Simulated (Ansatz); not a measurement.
## H2O, singlet: stretch scan

Starting geometry (PBE0/def2-TZVP stationary point for this spin, not checked as a minimum):

| atom | x (Å) | y (Å) | z (Å) |
| --- | --- | --- | --- |
| O | 0.0000 | -0.0653 | 0.0000 |
| H | 0.0000 | 0.5184 | -0.7615 |
| H | 0.0000 | 0.5184 | 0.7615 |

From there H2 moves along the line of the two atoms named below, all else staying in place; atoms are numbered as listed. Energies are in eV, counted from the starting geometry at the same level. Kohn–Sham curves are unrestricted where that lies lower, except RKS.

Basis cc-pVDZ; Ansatz 0.2.0. Only valence electrons are correlated (noble-gas cores frozen).

Unrestricted Kohn–Sham rows aren't spin-pure: their determinants' ⟨S²⟩ exceeds S(S+1) by up to 1.00, so they mix in states of higher spin.

In so small a basis the reference is far from its limit while semilocal and hybrid functionals are nearer theirs (RPA and double hybrids share much of the reference's basis error), so the functionals' errors here hold much of the reference's basis and frozen-core error, which can add to them or hide them.

Full CI is exact within this basis and frozen core; it isn't the basis-set limit.

| distance O1-H2 (Å) | full CI | PBE | r2SCAN | PBE0 | B3LYP | wB97X-V | wB97M-V | B2PLYP | RKS PBE0 | RPA-PBE |
| --- | --- | --- | --- | --- | --- | --- | --- | --- | --- | --- |
| 0.765 | 1.749 | 1.814 | 1.730 | 1.715 | 1.737 | 1.743 | 1.730 | 1.721 | 1.715 | 1.820 |
| 0.884 | 0.209 | 0.242 | 0.209 | 0.201 | 0.214 | 0.210 | 0.208 | 0.204 | 0.201 | 0.237 |
| 0.960 | 0.000 | 0.000 | 0.000 | 0.000 | 0.000 | 0.000 | 0.000 | 0.000 | 0.000 | 0.000 |
| 1.055 | 0.175 | 0.125 | 0.168 | 0.181 | 0.160 | 0.173 | 0.173 | 0.176 | 0.181 | 0.139 |
| 1.181 | 0.772 | 0.659 | 0.758 | 0.792 | 0.738 | 0.780 | 0.774 | 0.776 | 0.792 | 0.691 |
| 1.304 | 1.494 | 1.335 | 1.486 | 1.544 | 1.455 | 1.536 | 1.521 | 1.514 | 1.544 | 1.374 |
| 1.551 | 2.854 | 2.705 | 2.947 | 3.061 | 2.906 | 3.087 | 3.043 | 3.143 | 3.061 | 2.704 |
| 1.745 | 3.651 | 3.629 | 3.830 | 3.985 | 3.834 | 4.078 | 4.063 | 4.096 | 4.093 | 3.543 |
| 2.065 | 4.433 | 4.559 | 4.550 | 4.662 | 4.598 | 4.780 | 4.848 | 4.725 | 5.433 | 4.568 |
| 2.626 | 4.876 | 5.037 | 4.959 | 4.983 | 4.991 | 5.067 | 5.178 | 4.994 | 6.912 | 4.837 |
| 3.309 | 4.965 | 5.157 | 5.059 | 5.051 | 5.085 | 5.121 | 5.231 | 5.054 | 7.803 | 4.782 |

**Question.** Judged by the spread of the error over the points with a reference (largest less smallest), which of these follows full CI best and which worst?

**Answer.** Subtracting the full CI column from each: best r2SCAN (errors from -0.019 to 0.179, spread 0.198 eV), worst RKS PBE0 (from -0.034 to 2.839, spread 2.873 eV). Functionals and wave-function methods converge differently with the basis, so part of this is basis effect.

PBE at 3.309 Å lies 0.193 eV (4 %) above the reference in this basis. wB97M-V at 3.309 Å lies 0.267 eV (5 %) above the reference in this basis. wB97X-V at 3.309 Å lies 0.157 eV (3 %) above the reference in this basis. RKS PBE0 keeps both spins in the same orbitals, so it can't give open-shell fragments and ends 2.839 eV too high at 3.309 Å.
